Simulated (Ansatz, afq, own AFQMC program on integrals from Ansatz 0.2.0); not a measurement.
# Where AFQMC and coupled cluster stand for AlBH5, doublet

| atom | x (Å) | y (Å) | z (Å) |
| --- | --- | --- | --- |
| Al | -0.9622 | 0.0000 | 0.0000 |
| H | -1.7551 | 1.3734 | 0.0000 |
| H | -1.7551 | -1.3734 | 0.0000 |
| H | 0.8788 | 0.0000 | 0.0000 |
| B | 2.1508 | 0.0000 | 0.0000 |
| H | 2.6599 | 0.0000 | 1.0770 |
| H | 2.6599 | 0.0000 | -1.0770 |

Basis cc-pVDZ. Noble-gas cores (and the filled d shells of Ga–Kr and In–Xe) are frozen. Integrals, coupled cluster, full CI and functionals: Ansatz 0.2.0; the random walks run on the same integrals in our own AFQMC program. The CISD trial takes its coefficients from CCSD amplitudes. Released means that phaseless walkers are propagated on without the constraint, phases kept. ± is one standard error of the sampling.

Determinant: UHF, the one that the program's search chose, which needn't be the lowest solution. The geometry is a point of a scan.

No full CI on the walks' own integrals is used here; CCSDT(Q) serves as the reference and is uncertain by about the last step of the cluster series.

Cautions: the released energies are still falling, so no released level is given (meV from the phaseless value at times in 1/Eh: -2 ± 3 at 0.24, -1.9 ± 2.0 at 0.51, -3.8 ± 1.7 at 0.99, -9.1 ± 2.3 at 1.62, 19 ± 27 at 2.40).

```
T1 diagnostic                               : 0.0123
weight of the determinant in the CISD state : 0.885
⟨S²⟩ of the determinant                     : 0.763
size of the correlated space                : 11 electrons in 51 orbitals
```

Reference: CCSDT(Q), correlation energy -5.790 eV.

```tsv
level	E − E(reference) (kJ/mol)	share of correlation (%)
HF	558.6	0.00
MP2	125.7	77.49
CCSD	13.9	97.52
CCSD(T)	3.1	99.45
CCSDT	0.4	99.92
ph-AFQMC/HF	-2.5 ± 2.2	100.44
ph-AFQMC/CISD	0.4 ± 0.3	99.92
```

A walk keeps the symmetry of its determinant, which the program's search chose and which needn't be the lowest solution, so a lower state of the same spin and another symmetry isn't excluded.
